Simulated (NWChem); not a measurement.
Molecule: SiH3, doublet; SMILES [SiH3]

```xyz
4

Si     0.0000     0.0000     0.1558
H      0.3891     1.3615    -0.2950
H      0.9846    -1.0178    -0.2950
H     -1.3737    -0.3438    -0.2950
```
Atoms are numbered in this order, from 1.

In the optimisation the excess spin sits in a (C3, its own frame). Coordinates come from a PBE0-D3(BJ)/def2-TZVP, spin-unrestricted optimisation. No stability test was run on the SCF state.

Problem. List the 6 lowest vertical excitations from LRC-wPBEh/def2-SVPD, spin-unrestricted, TDA (NWChem).

Solution. 
| state | energy (eV) | oscillator strength | <S²> |
|---|---|---|---|
| state 1 | 5.40 | 0.011 | 0.79 |
| state 2 | 5.40 | 0.011 | 0.79 |
| state 3 | 5.59 | 0.029 | 0.77 |
| state 4 | 5.68 | 0.031 | 0.77 |
| state 5 | 5.68 | 0.031 | 0.77 |
| state 6 | 6.60 | 0.179 | 0.77 |
